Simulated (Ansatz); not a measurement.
**Worked example: correlation energy of [Cl···H···F], doublet**

Geometry: a point of a hydrogen-transfer path between rigid fragments, not a stationary point.

```xyz
3

Cl    0.0000    0.0000   -1.4447
H     0.0000    0.0000    0.0973
F     0.0000    0.0000    1.3473
```

Basis cc-pVTZ; Ansatz 0.2.0. Correlated methods freeze the noble-gas cores, which leaves 15 electrons in 72 orbitals. R marks a restricted (for open shells ROHF) determinant, U an unrestricted one.

Full CI isn't at hand for all of this; UCCSDT(Q) serves as the reference, and is uncertain by about the last step of the cluster series.

Unrestricted rows (U) aren't spin-pure: their determinants' ⟨S²⟩ exceeds S(S+1) by up to 0.10, so they mix in states of higher spin.

Runs differ by some tens of microhartree through their thresholds and, for an open shell, their frozen cores, so steps under 0.03 kcal/mol mean nothing.

```
    level  total energy (hartree)
      UHF             -559.466352
     UMP2             -559.895823
    UCCSD             -559.932874
 UCCSD(T)             -559.948210
   UCCSDT             -559.949389
UCCSDT(Q)             -559.950281
```

**Question.** What is the correlation energy at UCCSDT(Q), and what share of it do UMP2 and UCCSD recover?

**Answer.** E(corr) = -559.950281 − (-559.466352) = -0.483929 hartree = -13.168 eV. UMP2: -0.429471 / -0.483929 = 88.75 %. UCCSD: -0.466522 / -0.483929 = 96.40 %.

**Question.** By how many kcal/mol does UCCSD(T) miss UCCSDT(Q) (1 hartree = 627.509 kcal/mol), and which steps make up the rest?

**Answer.** -559.948210 − (-559.950281) = 0.002071 hartree = 1.30 kcal/mol. Steps: UCCSDT − UCCSD(T) = -0.74, UCCSDT(Q) − UCCSDT = -0.56 kcal/mol. Differences between like states or geometries often cancel part of this.
